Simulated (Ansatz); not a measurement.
Rock-salt ZrC was calculated with PBE-D4 (Ansatz, a program for electronic structure, plane waves, PAW).

Run with plane-wave cutoff 520 eV, 20×20×20 k mesh, Fermi–Dirac smearing 0.05 eV, scalar-relativistic PAW data made under PBE.

Computed points:

| V (Å³/atom) | E − E_lowest (meV/atom) |
|---|---|
| 12.084 | 36.69 |
| 12.341 | 15.77 |
| 12.598 | 3.82 |
| 12.855 | 0.00 |
| 13.113 | 3.52 |
| 13.370 | 13.68 |
| 13.627 | 29.84 |

**Question.** Fit the third-order Birch–Murnaghan equation and give B0 and B′.

**Answer.** V0 = 12.856 Å³/atom, B0 = 228 GPa, B′ = 4.0 (fit to the energies at full precision).

Measured, for comparison: bulk modulus 223 GPa (temperature not stated, no zero-point or thermal correction, from single-crystal elastic constants, our sources range from 208 to 223; as tabulated in arXiv:1102.4063); equilibrium volume per atom 12.95 Å³/atom (temperature not stated, no zero-point or thermal correction; as tabulated in Zhang et al. (2018), doi:10.1088/1367-2630/aac7f0). Computed (rounded) less measured: bulk modulus +2 % (+2 % to +10 % over the range), equilibrium volume per atom -0.7 %. A static lattice is as a rule a little smaller and stiffer than an uncorrected measurement, which narrows the difference in the bulk modulus, equilibrium volume per atom and would widen misses of the other sign.

Static lattice: no zero-point or thermal effects.

It cost roughly 60 core-seconds of CPU time.
